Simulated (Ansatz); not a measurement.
Basis-set extrapolation for C$_{3}$H$_{7}$FN$_{2}$, SMILES `N=C(CN)CF` (PBE0-D4/def2-TZVP geometry, frozen core, the Gaussian-basis code of Ansatz). Multiplicity 1, RHF reference.

```tsv
	def2-TZVPP	def2-QZVPP
HF	-326.125289	-326.140044
MP2 correlation	-1.162244	-1.248043
CCSD(T) correlation	-1.245974	not run
```

Energies in hartree. Use E(X) = E(∞) + A·exp(−7.88·√X) for Hartree–Fock and E(X) = E(∞) + B·X^(−2.97) for correlation, with X = 3 and 4, and add CCSD(T) minus MP2 of the smaller set to the MP2 limit.

What is the CCSD(T) energy at the basis-set limit?

HF limit: -326.140044 + (-0.014755) × 0.13774 = -326.14208. MP2 limit: -1.248043 + (-0.085799) × 0.74074 = -1.31160. Higher-order term: -1.245974 − (-1.162244) = -0.08373. Total: -327.53741 hartree, 436.2 kJ/mol below CCSD(T)/def2-TZVPP.
